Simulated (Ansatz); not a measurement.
**Lattice parameter a of La (model structure, started from the simple cubic type, Pm-3m, No. 221, 1 atom in the cell) at several levels of theory**

No measured value is used here.

| level (code) | value (Å) |
|---|---|
| PBE (Ansatz) | 3.327 |
| PBEsol (Ansatz) | 3.224 |
| PBE-D3(BJ) (Ansatz) | ? |
| r²SCAN (Ansatz) | 3.298 |

**Question.** Complete the blanks.

**Answer.** 
- PBE-D3(BJ) (Ansatz, a program for electronic structure), value (Å): 3.241

Ansatz's density-functional and Hartree–Fock values are scalar-relativistic unless marked +SOC, with PAW data made under PBE.

A model structure was made by putting elements into a prototype or built by hand; it is no filed structure, need not be a known phase, and can be a saddle point held by its symmetry.
